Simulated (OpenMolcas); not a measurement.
# S2O (Disulfur monoxide): the vertical ionisation energy from total energies

The species is S2O (3 atoms), meant as a singlet with charge 0. SMILES: `O=S=S`. The shape is that of a GFN2-xTB optimisation.

```jsonl
{"atom": "O", "x (Å)": "0.4314", "y (Å)": "1.1955", "z (Å)": "0.4831"}
{"atom": "S", "x (Å)": "0.5595", "y (Å)": "-0.2105", "z (Å)": "0.1593"}
{"atom": "S", "x (Å)": "-0.9908", "y (Å)": "-0.9851", "z (Å)": "-0.6424"}
```

Both states at this one shape; open shells run unrestricted unless said. 1 Eh = 27.2114 eV.

| level | program | singlet S2O (Eh) | doublet S2O+ (Eh) | HOMO of the first (eV) |
| --- | --- | --- | --- | --- |
| SVWN5/STO-3G | OpenMolcas | -858.289151 | -858.051324 | -1.64 |
| PBE/STO-3G | OpenMolcas | -861.184154 | -860.949377 | -1.65 |
| B3LYP/STO-3G | OpenMolcas | -861.594785 | -861.355953 | -2.88 |

Problem. Work out the vertical ionisation energy at each level.

Solution. 
1. SVWN5/STO-3G: -858.051324 − (-858.289151) = 0.237827 Eh = 6.47 eV; −ε(HOMO) = 1.64 eV.
2. PBE/STO-3G: -860.949377 − (-861.184154) = 0.234777 Eh = 6.39 eV; −ε(HOMO) = 1.65 eV.
3. B3LYP/STO-3G: -861.355953 − (-861.594785) = 0.238832 Eh = 6.50 eV; −ε(HOMO) = 2.88 eV.

No measured value is set beside it here; the levels span 6.39 to 6.50 eV. In semi-local functionals −ε(HOMO) lies far under the ionisation energy, a result of self-interaction, while the difference of totals does much better. Minimal sets are far from the basis-set limit. The second state is spin-contaminated at B3LYP/STO-3G (⟨S²⟩ = 0.94).
